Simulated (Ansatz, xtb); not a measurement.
## Two isomers of C3H5Cl

Structure a is `C=C(C)Cl`, a singlet and structure b is `C/C=C\Cl`, a singlet. Both are isolated molecules in the gas phase, relaxed with PBE0-D3(BJ)/def2-SVP.

a (Å):

```xyz
9

C    -2.3794   -1.2905   -0.9906
C    -1.2985   -0.9104   -0.3100
C    -1.2068    0.2266    0.6494
Cl    0.2021   -1.7806   -0.5065
H    -3.3168   -0.7439   -0.8655
H    -2.3568   -2.1391   -1.6757
H    -2.1749    0.7386    0.7368
H    -0.4476    0.9520    0.3177
H    -0.9006   -0.1313    1.6448
```

b (Å):

```xyz
9

C    -2.1133   -0.1259   -1.0185
C    -1.6838   -1.0983    0.0230
C    -0.7306   -0.9264    0.9402
Cl    0.2195    0.5121    1.0958
H    -3.1833    0.1163   -0.9103
H    -1.9864   -0.5516   -2.0274
H    -1.5371    0.8070   -0.9590
H    -2.1954   -2.0672    0.0553
H    -0.4709   -1.6905    1.6754
```

Quicker runs give these differences E(b) − E(a): GFN2-xTB +8.52 kJ/mol; HF/STO-3G +3.21 kJ/mol (at GFN2-xTB geometries); r2SCAN-D4/def2-SVP +4.99 kJ/mol (at GFN2-xTB geometries).

**Question.** Estimate E(b) − E(a) at the level CCSD(T)/def2-TZVP.

**Answer.** Calculated at CCSD(T)/def2-TZVP: E(b) − E(a) = +7.63 kJ/mol, so structure a lies lower.

The same difference at several levels:

```csv
level,geometry,E(b) − E(a) (kJ/mol),departure from the last row (kJ/mol),"job, with rough time for the two"
GFN2-xTB,GFN2-xTB,+8.52,+0.89,"optimisation, 0.096 s"
HF/STO-3G,GFN2-xTB,+3.21,−4.42,"single point, 0.26 s"
r2SCAN-D4/def2-SVP,GFN2-xTB,+4.99,−2.65,"single point, 3.5 s"
PBE0-D3(BJ)/def2-SVP,PBE0-D3(BJ)/def2-SVP,+3.20,−4.44,"optimisation, 23 s"
HF/def2-TZVP,PBE0-D3(BJ)/def2-SVP,+6.62,−1.01,part of the CCSD(T) run
MP2/def2-TZVP,PBE0-D3(BJ)/def2-SVP,+8.75,+1.12,part of the CCSD(T) run
CCSD(T)/def2-TZVP,PBE0-D3(BJ)/def2-SVP,+7.63,,"single point, 77 s"
```

As drawn, both hold the same kinds of bond in the same numbers.

None of the levels shown reverses the order. The largest departure from CCSD(T)/def2-TZVP is that of PBE0-D3(BJ)/def2-SVP, 4.44 kJ/mol.

With harmonic frequencies from PBE0-D3(BJ)/def2-SVP (ideal gas, rigid rotor, one conformer each, 298.15 K, 1 atm): the zero-point term adds +0.71 kJ/mol; ΔH is +8.69 and ΔG +7.27 kJ/mol.

The correlated steps freeze 8 core orbitals. Run with Ansatz 0.2.0, xtb 6.7.1; the last row on 2 threads of Arm Neoverse V1 on a shared host.
